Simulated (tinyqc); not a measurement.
Ways to converge the cycle: SCF convergence aids in the sto-3g basis, for CH2, spin multiplicity 3. Computed by the program tinyqc with PySCF. UHF with one setting changed at a time; a run stops when the energy changes by less than 1e-09 hartree and the error matrix is below 1e-5. The start is the core Hamiltonian. Damping d keeps d of the old density; a shift (hartree) raises the virtual levels; DIIS n extrapolates F over n matrices.

Geometry (angstrom):
```
atom,x,y,z
C,0.0000,0.0000,0.0000
H,0.0000,1.3240,0.7900
H,0.0000,-1.3240,0.7900
```

lowest solution found by these runs and by PySCF with stability checks = -38.249900 hartree

Largest element of the error matrix X^T (FDS - SDF) X:
```
iteration,plain,damping 0.3,damping 0.6,shift 0.4,DIIS 3,DIIS 8
1,1.9e-01,1.9e-01,1.9e-01,1.9e-01,1.9e-01,1.9e-01
2,1.2e-01,4.1e-02,1.2e-01,1.3e-01,1.2e-01,1.2e-01
3,3.3e-02,2.4e-02,6.6e-02,3.2e-02,2.7e-02,2.7e-02
4,1.0e-02,1.7e-02,3.7e-02,9.4e-03,5.6e-03,5.6e-03
5,4.0e-03,1.0e-02,2.5e-02,4.0e-03,2.8e-03,2.6e-03
6,3.0e-03,6.4e-03,1.7e-02,2.4e-03,1.9e-03,1.9e-03
8,1.7e-03,2.9e-03,9.2e-03,1.2e-03,1.1e-03,7.2e-04
10,1.3e-03,2.0e-03,5.9e-03,8.1e-04,5.1e-05,2.3e-05
14,1.0e-03,1.3e-03,2.6e-03,5.1e-04,5.1e-06,-
20,7.1e-04,9.8e-04,1.6e-03,3.7e-04,-,-
30,4.0e-04,6.5e-04,1.1e-03,2.5e-04,-,-
45,1.7e-04,3.6e-04,7.5e-04,1.4e-04,-,-
60,6.8e-05,1.9e-04,5.3e-04,7.9e-05,-,-
```

How each run ends:
```
run,iterations,E (hartree),state
plain,>60,-38.24990,"falls steadily but slowly, by a factor of about 0.94 a step"
damping 0.3,>60,-38.24989,"falls steadily but slowly, by a factor of about 0.96 a step"
damping 0.6,>60,-38.24985,"falls steadily but slowly, by a factor of about 0.98 a step"
shift 0.4,>60,-38.24990,"falls steadily but slowly, by a factor of about 0.96 a step"
DIIS 3,14,-38.24990,lowest found
DIIS 8,12,-38.24990,lowest found
```

What does the comparison show, and why?

2 of 6 runs reach the lowest solution found, in 12 to 14 iterations (fastest: DIIS 8). Not converged: plain, damping 0.3, damping 0.6, shift 0.4. DIIS 3 and DIIS 8 gain by cancelling the error over several earlier matrices, much as a quasi-Newton step does.
